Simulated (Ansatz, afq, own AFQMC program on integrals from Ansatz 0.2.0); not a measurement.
## Si$_{2}$Ge$_{3}$H$_{9}$, doublet in def2-SVP, levels against AFQMC with the constraint released

```xyz
14

Si   -1.3611   -0.7856    1.3307
Ge    0.2724   -1.9328    0.0197
Si    1.6343   -0.3648   -1.1603
Ge    0.8841    1.7726   -0.3745
Ge   -1.4152    1.3949    0.3437
H    -0.9441   -0.6960    2.7675
H    -2.6902   -1.4689    1.2700
H     1.0420   -3.0571    0.7487
H     1.3910   -0.4756   -2.6328
H     3.0920   -0.5918   -0.9074
H     0.9993    2.8803   -1.4407
H     1.7262    2.1829    0.8517
H    -1.9123    2.4810    1.3171
H    -2.3409    1.3818   -0.8904
```

Basis def2-SVP. Noble-gas cores (and the filled d shells of Ga–Kr and In–Xe) are frozen. Ansatz 0.2.0 and our own AFQMC program on the same integrals; the CISD trial comes from CCSD amplitudes, and released means the phaseless constraint is let go. Error bars are statistical, one sigma. No spin–orbit coupling.

Determinant: UHF, the one that the program's search chose, which needn't be the lowest solution. The geometry is a PBE0/def2-SVP stationary point of this or a neighbouring charge and spin state.

No full CI on the walks' own integrals is used here. The released AFQMC energy serves as the reference, which it does only where one determinant dominates, the energy is flat over the last release times and near the phaseless one (40 meV or 2 meV an electron, half that with transition metals). On small molecules, where full CI could be run and the noise was under 10 meV, such values lay within 10 meV of it in 19 cases of 20, a flattering rate, since the rule was set on those same cases; what remains of the bias isn't in the error bar.

Cautions: no relativity below Rb; no spin-orbit coupling; inner d shell frozen; the released value is read at 0.90 1/Eh with a noise of 15 meV, more than in the cases checked (meV from the phaseless value at times in 1/Eh: -1 ± 14 at 0.21, 12 ± 13 at 0.42, 26 ± 15 at 0.63, 11 ± 15 at 0.90).

- T1 diagnostic: 0.0142
- weight of the determinant in the CISD state: 0.736
- ⟨S²⟩ of the determinant: 0.761
- size of the correlated space: 29 electrons in 125 orbitals

Reference: AFQMC with the constraint released, correlation energy -15.664 ± 0.015 eV.

```
        level  E − E(reference) (kJ/mol)  share of correlation (%)
           HF               1511.3 ± 1.4                      0.00
          MP2                292.3 ± 1.4                     80.66
         CCSD                 58.3 ± 1.4                     96.14
      CCSD(T)                  8.9 ± 1.4                     99.41
ph-AFQMC/CISD                 -1.1 ± 1.9                    100.07
```

Released energies are given only where the last usable release times agree within the noise; a slower fall can still hide under it.
